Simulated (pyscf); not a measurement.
Thermochemistry of product channels of PH [triplet] + H₂O on the triplet surface, in kcal/mol, from ωB97M-D3(BJ)/def2-TZVP energies (ideal gas, 1 atm, RRHO with modes under 100 cm⁻¹ raised to 100, one conformer, R ln 2 for rigid chiral ones). Optimised with ωB97X-D3(BJ)/def2-SVP in PySCF.

| products | ΔE | ΔH(298 K) | ΔG(298 K) | ΔG(1200 K) |
|---|---|---|---|---|
| O=PH + H• + H• | +89.3 | +79.7 | +74.0 | +53.5 |
| PH₂• + OH• | +40.6 | +37.6 | +37.2 | +35.5 |
| •O–PH₂ + H• | +36.9 | +31.9 | +33.6 | +37.4 |
| HO–PH• + H• | +28.6 | +25.1 | +26.6 | +29.3 |
| HO–P: [triplet] + H₂ | -1.0 | -3.6 | -2.8 | -1.7 |

These are energies of the channels, which say nothing of barriers. Left out: orbital degeneracy and the spin-orbit lowering of OH.
